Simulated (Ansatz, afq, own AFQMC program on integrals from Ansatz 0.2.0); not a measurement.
## Where AFQMC and coupled cluster stand for SiGeH2, singlet

```yaml
atoms:
  - { symbol: Si, position_ang: [0.0000, 0.0000, 1.5778] }
  - { symbol: Ge, position_ang: [0.0000, 0.0000, -0.6770] }
  - { symbol: H, position_ang: [0.0000, 1.2330, 2.4116] }
  - { symbol: H, position_ang: [0.0000, -1.2330, 2.4116] }
```

Connectivity, by distances: SiH2–Ge.

Basis cc-pVDZ. Only valence electrons are correlated. Integrals, coupled cluster, full CI and functionals: Ansatz 0.2.0; the random walks run on the same integrals in our own AFQMC program. The CISD trial takes its coefficients from CCSD amplitudes. Released means that phaseless walkers are propagated on without the constraint, phases kept. Uncertainties: one standard error, sampling alone. No spin–orbit coupling.

Determinant: UHF, the one that the program's search chose, which needn't be the lowest solution. The geometry is a point of a scan.

No full CI on the walks' own integrals is used here; CCSDT(Q) serves as the reference and is uncertain by about the last step of the cluster series.

Cautions: no relativity below Rb; no spin-orbit coupling; inner d shell frozen; higher spins were not checked; an unrestricted solution with more broken spin lies lower (168 meV, ⟨S²⟩ 0.76), while this determinant keeps restricted orbitals; the ph-AFQMC/HF walk drifts between its halves (2.5 errors).

The T1 diagnostic is 0.0196 and the weight of the determinant in the CISD state is 0.841. The ⟨S²⟩ of the determinant is 0.000 and the size of the correlated space is 10 electrons in 36 orbitals.

```json
{"level": "MP2", "correlation energy (eV)": "-4.5227"}
{"level": "CCSD", "correlation energy (eV)": "-5.5573"}
{"level": "CCSD(T)", "correlation energy (eV)": "-5.7850"}
```

Q: Estimate where phaseless AFQMC with a CISD trial lies against CCSD(T) on the same integrals.

A: 0.45 ± 0.51 mEh below CCSD(T). The gap is under twice the noise, so this walk alone can't tell the two apart.

Reference: CCSDT(Q), correlation energy -5.839 eV. The released energy is read at 2.40 1/Eh (meV from the phaseless value at times in 1/Eh: -1 ± 13 at 0.24, -9 ± 14 at 0.51, -25 ± 13 at 0.99, -39 ± 13 at 1.62, -41 ± 14 at 2.40).

```tsv
level	E − E(reference) (mEh)	share of correlation (%)
CCSD(T)	1.98	99.08
CCSDT	0.66	99.69
ph-AFQMC/HF	3.20 ± 1.64	98.51
ph-AFQMC/CISD	1.54 ± 0.51	99.28
released AFQMC	0.04 ± 0.50	99.98
```

A walk keeps the symmetry of its determinant, which the program's search chose and which needn't be the lowest solution, so a lower state of the same spin and another symmetry isn't excluded. Released energies are given only where the last usable release times agree within the noise; a slower fall can still hide under it.
